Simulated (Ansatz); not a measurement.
SO3 (sulfur trioxide): entropy by statistical mechanics

A singlet with charge 0, relaxed at PBE0-D4/def2-TZVP (Ansatz 0.2.0):

```xyz
4

O    -1.1216   -0.6846    0.5367
S     0.0000    0.0000    0.0000
O     1.3089   -0.3277    0.4405
O    -0.1874    1.0123   -0.9771
```

Harmonic wavenumbers in cm⁻¹: 509, 534, 534, 1110, 1445, 1445.

Masses in u: O 15.999, S 32.06. Take T = 298.15 K, p = 1 bar, R = 8.3145 J/(mol K), kT/hc = 207.22 cm⁻¹, rigid rotor and harmonic oscillator.

**Question.** Work out S° at 298 K.

**Answer.** 
1. Translation (Sackur–Tetrode): S = R[3/2 ln M + 5/2 ln T − 1.1517] with M = 80.057 gives 163.5 J/(mol K).
2. Rotation: principal moments 48.347, 48.350, 96.697 u Å² give A, B, C = 0.3487, 0.3487, 0.1743 cm⁻¹; the symmetry number is σ = 6; q = (√π/σ)√((kT/hc)³/ABC) = 6053; S = R(ln q + 3/2) = 84.9.
3. Vibration: with u = ν̃/207.22, each mode gives R[u/(eᵘ − 1) − ln(1 − e⁻ᵘ)]; the sum is 7.9, most from 509 cm⁻¹ (2.7), 534 cm⁻¹ (2.4), 534 cm⁻¹ (2.4).
4. Electronic: R ln 1 = 0.0, from the spin multiplicity alone.
5. Sum: 163.5 + 84.9 + 7.9 + 0.0 = 256.3 J/(mol K).

The tabulated value is 256.8 J/(mol K) (CRC Handbook of Chemistry and Physics): the model is off by -0.5.
